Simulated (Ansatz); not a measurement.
A calculation with Ansatz (development build ahead of 0.2.0).

```yaml
crystal:
  periodic: [false, false, false]
  atoms:
    - { symbol: P, position_ang: [0.0, 0.0, 0.0] }
    - { symbol: "N", position_ang: [0.0, 0.0, 1.788] }
basis:
  gaussian: { orbitals: "6-31G" }
magnetization:
  spin_polarized: true
hamiltonian:
  xc: pbe0
output:
  forces: true
```

The input is written out in the form of the current development build from the run's settings.

Results

```json
{
  "Converged": "yes",
  "Total energy": "-395.75175 hartree",
  "Spin squared of the determinant": "0.631",
  "Stability test": "minimum"
}
```

Forces (eV/Å):
| atom | Fx | Fy | Fz |
| --- | --- | --- | --- |
| P1 | 0.000 | 0.000 | 5.241 |
| N2 | 0.000 | 0.000 | -5.241 |

Caution: the unrestricted determinant is spin contaminated.
